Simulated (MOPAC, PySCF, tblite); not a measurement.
# Rock-salt KCl, band gap

Reference value: 8.5 eV (measured, temperature not stated, no zero-point or thermal correction, our sources range from 8.50 to 8.70; as tabulated in Koller et al. (2013), arXiv:1304.4470).

| level (code) | value (eV) | cell (Å³/atom) | difference (eV) |
|---|---|---|---|
| GFN2-xTB (tblite) | 1.53 | 30.17 | -6.97 |
| PM3 semi-empirical Hartree-Fock (MOPAC) | 9.80 | 31.15 | +1.30 |
| PM7 semi-empirical Hartree-Fock (MOPAC) | 12.61 | 30.23 | +4.11 |
| PBE (PySCF) | 5.18 ± 0.007 | 31.15 | -3.32 |
| Hartree–Fock (PySCF) | 13.49 ± 0.07 | 31.15 | +4.99 |
| G0W0@Hartree–Fock (PySCF) | 9.84 ± 0.2 | 31.15 | +1.34 |
| G0W0@PBE (PySCF) | 7.90 ± 0.2 | 31.15 | -0.60 |

Leaving aside GFN2-xTB (doubt noted below), PM3 semi-empirical Hartree-Fock (MOPAC) (doubt noted below), PM7 semi-empirical Hartree-Fock (MOPAC) (doubt noted below): Once the reference is moved by up to 0.60 eV (a margin picked here for doubts on the reference and the settings, and for temperature and zero-point motion) and values within 0.03 eV count as equal, the nearest can be G0W0@PBE (-0.60 eV) or G0W0@Hartree–Fock (+1.34 eV). Among them Hartree–Fock (+4.99 eV) misses by most.

Semilocal Kohn–Sham gaps run low as a rule, and all computed gaps are for a static lattice, while measured ones hold electron–phonon shifts unless said otherwise.  A ± on a computed value is a rough bar: the spread of its extrapolation, a floor set from checks against published values, or a statistical error. GFN2-xTB, PM3 semi-empirical Hartree-Fock (MOPAC), PM7 semi-empirical Hartree-Fock (MOPAC): the gap is read on the k mesh or supercell of the run alone and can be too large. GFN2-xTB, PM3 semi-empirical Hartree-Fock (MOPAC), PM7 semi-empirical Hartree-Fock (MOPAC): the method was fitted mainly to molecules. PM3 semi-empirical Hartree-Fock (MOPAC), PM7 semi-empirical Hartree-Fock (MOPAC): gaps of these semi-empirical methods are Hartree–Fock-like level differences, and their formation enthalpies are fitted 298 K values. Values are at the measured cell; GFN2-xTB at the level's own relaxed cell; PM7 semi-empirical Hartree-Fock (MOPAC) at the level's own relaxed cell.

Differences are worked out from the printed values.
